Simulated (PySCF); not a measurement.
# How good is the calculation?

Atom-mapped SMILES (the numbers label the heavy atoms): `[CH3:1][CH2:2][CH2:3][N:4]([CH3:5])[CH3:6]`. Each H is labelled by its parent atom.

Measured values that the calculation should reproduce: δ 13C C3 61.8; C2 20.6; C1 11.9 ppm (measured; solution, not stated per compound (mostly CDCl3 or CCl4); Pretsch, Buehlmann, Badertscher, Structure Determination of Organic Compounds, 4th ed. (2009)).

[PySCF 2.14: geometry from PBE0-D3(BJ)/def2-SVP; PBE0/pcSseg-1 with gauge-including orbitals; no solvent; non-relativistic; one computed conformer; one averaged value for each set of equivalent atoms]

(1) Set the calculated values beside the experiment.

(2) How far are the unscaled 13C shifts from the references?

Answers

(1) 
Reference values: measured (solution, not stated per compound (mostly CDCl3 or CCl4); Pretsch, Buehlmann, Badertscher, Structure Determination of Organic Compounds, 4th ed. (2009)).
| atoms | quantity | reference | computed | computed, scaled |
| --- | --- | --- | --- | --- |
| C3 | δ 13C | 61.8 | 62.1 | 59.4 |
| C2 | δ 13C | 20.6 | 24.7 | 23.2 |
| C1 | δ 13C | 11.9 | 13.6 | 12.5 |

Computed shifts are σ(ref) − σ with the named reference compound (TMS for H and C) calculated as an isolated molecule at the same level. The measured values may be among those fitted. Empirical linear scaling, fitted to shifts measured mostly in CDCl3 for H and C (δ vs TMS): 13C (scatter 1.9 ppm rms, 2.3 ppm with the 23 outliers that the fit left out). Occasional misses reach two or three times the rms, and more in compound classes unlike the fitted ones.

(2) Mean signed difference +2.03 ppm, mean absolute 2.03 ppm over 3 comparisons; the largest is +4.1 ppm at C2 (sp3 CH2).

3 of the 6 published NMR values on file for this molecule are compared.
